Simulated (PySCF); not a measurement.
nitric oxide (NO), SMILES [N]=O, multiplicity 2.

Geometry optimised at PBE-D3(BJ)/def2-TZVPD.

Two levels are set side by side: PBE/def2-TZVPD (PySCF) and PBE0/def2-TZVPD (PySCF). Same geometry, gas phase. Differences are taken from unrounded values.

| quantity | PBE0 | PBE | PBE minus PBE0 |
|---|---|---|---|
| α-spin orbital gap (eV) | 3.64 | 0.28 | -3.37 |
| β-spin orbital gap (eV) | 10.62 | 7.31 | -3.31 |
| dipole moment (D) | 0.09 | 0.21 | 0.11 |

Rough cost on one machine, each run with all the roots and properties that it gave: PBE0 against PBE within a factor of 2.
